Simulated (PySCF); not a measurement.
Scalar relativity in Mg (magnesium, neutral)

[Ne] 3s2, closed-shell 1S; UHF calculated with PySCF 2.14 in dyall-acv3z (20s13p7d4f, 122 functions), once non-relativistic with a point nucleus and once with spin-free X2C-1e and a Gaussian nucleus.

| shell | ε non-rel. (eV) | ε X2C (eV) | rms r non-rel. (bohr, spins averaged) | rms r X2C (bohr, spins averaged) | change of radius (%) |
| --- | --- | --- | --- | --- | --- |
| 1s | -1334.2 | -1336.5 | 0.1515 | 0.1511 | -0.29 |
| 2s | -102.53 | -102.85 | 0.7557 | 0.7540 | -0.23 |
| 2p | -62.102 | -62.056 | 0.7731 | 0.7729 | -0.04 |
| 3s | -6.886 | -6.896 | 3.524 | 3.519 | -0.14 |

The total energy goes from -199.6145 to -199.9217 hartree.

Ionisation energy, Mg [Ne] 3s2 (1S) → Mg⁺ [Ne] 3s1 (2S) (eV):

```
                                method  non-relativistic  spin-free X2C  shift
                                   UHF             6.605          6.615  0.010
                         MP2 (valence)             7.261          7.270  0.009
                     SCS-MP2 (valence)             7.392          7.401  0.009
                        CCSD (valence)             7.529          7.537  0.008
                     CCSD(T) (valence)             7.529          7.537  0.008
                       CCSDT (valence)             7.529          7.537  0.008
                         FCI (valence)             7.529          7.537  0.008
                                   LDA             7.721          7.732  0.011
                                   PBE             7.613          7.624  0.011
                                  PBE0             7.542          7.552  0.010
                                r2SCAN             7.370          7.380  0.010
    MP2 (valence and next inner shell)             7.403          7.413  0.010
SCS-MP2 (valence and next inner shell)             7.503          7.513  0.010
```

Relativity contracts and stabilises s shells directly. The contracted s shells screen the nucleus better, so for spin-averaged p shells the direct and indirect effects partly cancel.
